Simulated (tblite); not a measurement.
Compound: C4H9N2 (doublet state).
Z-matrix (Å and degrees, GFN2-xTB geometry), rows numbered from 1:
```
N 
C   1  1.2174
C   2  1.4693  1  142.03
C   3  1.5308  2  112.86  1   151.92
C   4  1.5273  3  111.11  2   173.21
N   5  1.4552  4  109.97  3   -61.74
H   1  1.0253  2  128.16  3    -0.56
H   3  1.0938  2  107.36  1   -88.92
H   3  1.0997  2  110.50  1    28.77
H   4  1.0914  3  109.86  2   -65.65
H   4  1.0920  3  109.07  2    52.60
H   5  1.0944  4  109.55  3    56.10
H   5  1.1037  4  108.99  3   173.70
H   6  1.0139  5  110.53  4   178.03
H   6  1.0154  5  109.96  4   -63.17
```

Method: GFN2-xTB as coded in tblite; computed harmonic values from a numerical Hessian at the method's own geometry, unscaled. The method is semi-empirical: single wavenumbers can be off by several per cent or more. One conformer, not necessarily the lowest. Open shells enter through the occupations alone, without spin polarisation, and single modes of such species can be off by tens of per cent.

Harmonic wavenumbers (cm⁻¹): 53.1, 84.5, 132.7, 187.6, 275.3, 316.0, 412.7, 476.1, 589.2, 774.2, 873.1, 918.9, 927.1, 963.1, 974.2, 1025.3, 1070.2, 1102.2, 1137.6, 1193.3, 1247.0, 1259.2, 1275.2, 1342.8, 1363.8, 1415.9, 1481.3, 1490.8, 1565.9, 1931.1, 2818.0, 2852.2, 2953.2, 2957.6, 2980.3, 2990.2, 3060.6, 3383.6, 3419.3.

A = 11847, B = 1457, C = 1382 MHz; mass 85.077 u (most abundant isotopes); point group C1, symmetry number 1; spin multiplicity 2.

**Question.** What is the zero-point energy?

**Answer.** Half the sum of the wavenumbers: 27637 cm⁻¹ = 330.62 kJ/mol.

**Question.** Entropy at 273.15 K, 1 bar (ideal gas, RRHO, classical rotation)?

**Answer.** Translation 162.45, rotation 111.88, vibration 76.55, spin (R ln 2) 5.76: S = 356.6 J/(mol K).

**Question.** And Cp and H(273.15 K) − H(0)?

**Answer.** Cp = 110.89 J/(mol K), of which vibrations give 77.63 (their classical limit is 39 R = 324.3); H(273.15 K) − H(0) = 20.01 kJ/mol without the zero-point energy, 10.93 from vibrations.

**Question.** How do the functions run with temperature in this model?

**Answer.** 
| T (K) | S (J/(mol K)) | Cp (J/(mol K)) | H − H(0) (kJ/mol) | G − H(0) (kJ/mol) | ln q(vib) |
| --- | --- | --- | --- | --- | --- |
| 50 | 233.1 | 49.5 | 1.98 | -9.67 | 0.36 |
| 100 | 272.4 | 65.2 | 4.87 | -22.38 | 1.24 |
| 298.15 | 366.7 | 118.4 | 22.88 | -86.45 | 4.83 |
| 373.15 | 395.7 | 141.3 | 32.62 | -115.04 | 6.14 |
| 500 | 442.1 | 176.4 | 52.84 | -168.22 | 8.36 |
| 750 | 524.0 | 227.2 | 103.74 | -289.24 | 12.65 |
| 1000 | 594.3 | 261.4 | 165.08 | -429.24 | 16.75 |

q(vib) and H(0) count from the zero-point level.

**Question.** What must be added to the electronic energy to get the Gibbs energy at 273.15 K and 1 bar?

**Answer.** ZPE + [H(273.15 K) − H(0)] − T·S = 330.62 + 20.01 − 97.42 = 253.21 kJ/mol.

**Question.** Which modes carry the vibrational entropy at 273.15 K?

**Answer.** 53.1 cm⁻¹: 18.93; 84.5 cm⁻¹: 15.11; 132.7 cm⁻¹: 11.46; 187.6 cm⁻¹: 8.74; 275.3 cm⁻¹: 5.92; 316.0 cm⁻¹: 4.98 J/(mol K); the other 33 give 11.40 together.

Hindered rotation and anharmonicity are outside this model. Other conformers, if any are populated, would add a mixing term that is left out. The structure is chiral; the term R ln 2 for an equal mix with its mirror image is left out.
